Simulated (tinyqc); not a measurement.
Orbital energy against energy difference: ionisation energy by orbital energies and by energy differences in the cc-pvdz basis, for H2O, spin multiplicity 1. Computed by the program tinyqc with PySCF. The cation is unrestricted; errors are against CCSD(T) in this basis, not against experiment.

Geometry (angstrom):

| atom | x | y | z |
|---|---|---|---|
| O | 0.0000 | 0.0000 | 0.0000 |
| H | 0.0000 | 0.7740 | 0.5290 |
| H | 0.0000 | -0.7740 | 0.5290 |

CCSD(T) difference in the same basis = 11.9890 eV

IP-EOM-CCSD = 11.8292 eV

First vertical ionisation energy (eV):

| method | -e(HOMO) | E(cation) - E | error of -e(HOMO) | error of the difference |
|---|---|---|---|---|
| HF | 13.393 | 10.77801 | 1.404 | -1.211 |
| LDA | 6.207 | 12.67997 | -5.782 | 0.691 |
| PBE | 6.112 | 12.32799 | -5.877 | 0.339 |
| PBE0 | 8.196 | 12.24304 | -3.793 | 0.254 |
| CAM-B3LYP | 9.720 | 12.35344 | -2.269 | 0.364 |
| LC-wPBE | 11.198 | 12.40747 | -0.791 | 0.418 |

Estimate the missing row, method = B3LYP.

Computed row:
```
method  -e(HOMO)  E(cation) - E  error of -e(HOMO)  error of the difference
B3LYP      7.825       12.35967             -4.164                    0.371
```

Koopmans errs by +1.40 eV and Delta-HF by -1.21 eV: relaxation, 2.62 eV, lowers the value and the missing correlation difference works against it. The PBE level is off by -5.9 eV through the wrong tail of its potential, though its energy difference is off by +0.34 eV; exact exchange deepens the level, and among the orbital energies LC-wPBE comes closest; among the differences PBE0 does.
